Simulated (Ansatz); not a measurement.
## bcc K

Method: r²SCAN (Ansatz, a quantum-chemistry and plane-wave program, PAW).

Run with plane-wave cutoff 500 eV, 20×20×20 k mesh, Fermi–Dirac smearing 0.1 eV, scalar-relativistic PAW data made under PBE.

Cell (relaxed at this level):

```cif
data_K2
_chemical_formula_sum 'K2'
_space_group_name_H-M_alt 'Im-3m'
_space_group_IT_number 229
_space_group_name_Hall '-I 4 2 3'
_cell_length_a 5.34871
_cell_length_b 5.34871
_cell_length_c 5.34871
_cell_angle_alpha 90.000
_cell_angle_beta 90.000
_cell_angle_gamma 90.000
loop_
_atom_site_label
_atom_site_type_symbol
_atom_site_symmetry_multiplicity
_atom_site_Wyckoff_symbol
_atom_site_fract_x
_atom_site_fract_y
_atom_site_fract_z
_atom_site_occupancy
K1 K 2 a 0.00000 0.00000 0.00000 1
```
(The calculation used a cell of 1 atom; values per cell refer to that cell.)

```json
{
 "volume_per_atom": "76.51 Å³/atom",
 "lattice_constant_a": "5.349 Å"
}
```

Measured, for comparison: equilibrium volume per atom 70.79 Å³/atom, lattice constant a 5.212 Å (low-temperature or extrapolated to 0 K; zero-point anharmonic expansion removed; as tabulated in Csonka et al. (2009), arXiv:0903.4037). Computed (rounded) less measured: equilibrium volume per atom +8.1 %, lattice constant a +2.6 %.
